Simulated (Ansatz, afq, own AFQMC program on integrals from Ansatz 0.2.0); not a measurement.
AFQMC on a folder of integrals that Ansatz 0.2.0 wrote.

```yaml
crystal:
  periodic: [false, false, false]
  atoms:
    - {symbol: Br, position_ang: [0.000000, 0.000000, -1.392867]}
    - {symbol: H, position_ang: [0.000000, 0.000000, 0.027733]}
    - {symbol: O, position_ang: [0.000000, 0.000000, 1.365133]}
basis:
  gaussian: {orbitals: cc-pVTZ}
magnetization: {spin_polarized: true, initial_magnetization: 2}
correlation: {method: ccsd_t, electrons: outside_noble_gas, hamiltonian_folder: ham}
```

```sh
$ ansatz run in.yaml --threads 1 --pin off --events-out ev --progress --plain --max-ram 16896MiB --backend cuda --devices 0, --max-vram 18GiB
```

Options of the walk:

```
--method phaseless --trial cisd --walkers 2600 --populations 20 --least-time 60 --time-step 0.005 --steps-per-block 50 --equilibration-blocks 28 --max-blocks 4000 --target-error 0.00022 --factor-cut 1e-05 --start spin_pure --seed 4547 --release-times 0.24,0.51,0.99,1.62,2.4 --release-step 0.03 --release-every 3 --taylor-order 6
```

Times are imaginary, in 1/Eh. The walk had a cap of 245 s. With eight or more populations the least sampling time is a fifth of least-time, and the error comes from their spread. Filled inner d shells are frozen with the cores.

Log:

```
orbitals 72  electrons 8 6  factors 480 of 542
reference energy -2647.82499132 Eh
CCSD correlation -0.36757451 Eh in 14 cycles, weight of the determinant in the CISD state 0.8765
energy of the start -2648.191428 Eh
 block  time / (1/Eh)  mean weight  energy / Eh
     1     0.250  1.0001  -2648.188670
     2     0.500  0.9995  -2648.194090
     3     0.750  0.9996  -2648.197922
     4     1.000  1.0003  -2648.200016
     5     1.250  1.0003  -2648.202598
    10     2.500  0.9992  -2648.204830
    19     4.750  1.0005  -2648.205558
    29     7.250  1.0000  -2648.205093
    39     9.750  1.0003  -2648.204346
    49    12.250  0.9990  -2648.204905
    59    14.750  0.9998  -2648.204773
    69    17.250  0.9998  -2648.204876
    79    19.750  1.0004  -2648.204274
    81    20.250  1.0004  -2648.203075
    89    22.250  1.0004  -2648.204938
    95    23.750  0.9992  -2648.207161
    99    24.750  1.0004  -2648.205940
   107    26.750  0.9996  -2648.205042
error from the spread of 20 populations
released: time / (1/Eh)  energy / Eh  error  mean overlap
  0.24  -2648.205257  0.000163  1.0010
  0.51  -2648.205485  0.000308  0.9939
  0.99  -2648.205746  0.000160  0.9910
  1.62  -2648.205814  0.000325  0.9803
  2.40  -2648.206323  0.000338  0.9730
energy -2648.205139 +/- 0.000134 Eh
(rows thinned)
```

The run passed its tests (sampling time, drift between the halves within three errors, error under three times the target), which doesn't prove that it has relaxed.

Against this walk (error 3.6 meV) on the same determinant: CCSD(T) 24.7 meV higher, CCSDT(Q) 17.8 meV lower. The error is statistical and leaves out the bias of the constraint. The released energies are still falling (meV from the phaseless value at times in 1/Eh: -3 ± 4 at 0.24, -9 ± 8 at 0.51, -17 ± 4 at 0.99, -18 ± 9 at 1.62, -32 ± 9 at 2.40), so they give no level.

Cautions: constraint bias not in the error; no relativity below Rb; no spin-orbit coupling; inner d shell frozen; lower spins were not checked.

The walk took 2.4 min on 1 × NVIDIA H100 80GB HBM3 with 2 threads of AMD EPYC 7R13 Processor (Zen 3) (shared host) (the card was shared). The log's last line is the phaseless energy.

CCSDT and higher add their correlation energy to the determinant of the CCSD(T) run, since their own runs factorise the integrals more tightly (a shift of under 2 meV). A walk keeps the symmetry of its determinant, which the program's search chose and which needn't be the lowest solution, so a lower state of the same spin and another symmetry isn't excluded.
